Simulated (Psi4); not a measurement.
CH4OSi (SMILES CO[SiH]): entropy by statistical mechanics

A singlet with charge 0, relaxed at TPSSh-D3(BJ)/def2-SVP (density fitting) (Psi4 1.11):

```xyz
7

C    -0.5237    0.4981   -0.3478
O    -0.4504   -0.4380    0.7125
Si    0.8070   -1.3988    1.2378
H    -1.3163    0.1889   -1.0475
H     0.4375    0.5676   -0.8878
H    -0.7872    1.4863    0.0613
H     1.8537   -0.9292    0.1918
```

Harmonic wavenumbers in cm⁻¹: 154, 289, 379, 744, 888, 1130, 1175, 1187, 1466, 1487, 1490, 1932, 3005, 3100, 3116.

Masses in u: C 12.011, O 15.999, Si 28.085, H 1.008. Take T = 298.15 K, p = 1 bar, R = 8.3145 J/(mol K), kT/hc = 207.22 cm⁻¹, rigid rotor and harmonic oscillator.

Question: Work out S° at 298 K.

Answer: 
1. Translation (Sackur–Tetrode): S = R[3/2 ln M + 5/2 ln T − 1.1517] with M = 60.127 gives 159.9 J/(mol K).
2. Rotation: principal moments 10.315, 87.426, 94.523 u Å² give A, B, C = 1.6344, 0.1928, 0.1783 cm⁻¹; the symmetry number is σ = 1; q = (√π/σ)√((kT/hc)³/ABC) = 22306; S = R(ln q + 3/2) = 95.7.
3. Vibration: with u = ν̃/207.22, each mode gives R[u/(eᵘ − 1) − ln(1 − e⁻ᵘ)]; the sum is 24.0, most from 154 cm⁻¹ (11.0), 289 cm⁻¹ (6.2), 379 cm⁻¹ (4.4).
4. Spin: R ln 1 = 0.0.
5. Sum: 159.9 + 95.7 + 24.0 + 0.0 = 279.6 J/(mol K).

No measured value is set beside it here. Where a soft mode is a torsion, a harmonic oscillator describes it poorly.
